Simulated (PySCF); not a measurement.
## Predicted spectroscopic data

[PySCF 2.14: GFN2-xTB geometry; σ from GIAO-PBE0/pcSseg-1; in vacuum; one averaged value for each set of equivalent atoms; non-relativistic Hamiltonian; single conformer]

Scale: 1H and 13C against TMS (reference shieldings calculated alike). Splittings of carbon signals by F and P are missing where no couplings were computed. Where no couplings were computed, multiplicities follow the n + 1 count of equivalent neighbours, and m marks all less simple cases (inequivalent or close neighbours, rings, F or P nearby). Shifts are as computed. Against solution values, carbons near 30 ppm lie about +3 ppm off and those near 130 ppm about +5 ppm. Of 246 compounds with measured shifts, 49 miss one by over three times the rms of a fit or turn the order of signals round; such compounds aren't used in these exercises.

**1.** `C`, CH$_{4}$. 1H NMR (400 MHz, computed): δ 0.24 (s, 4H). 13C{1H} NMR (computed): δ -5.5.

**2.** `CC(C)(C)F`, C$_{4}$H$_{9}$F. 1H NMR (400 MHz, computed): δ 1.36 (m, 9H). 13C{1H} NMR (computed): δ 94.1 (C), 30.5 (CH3).
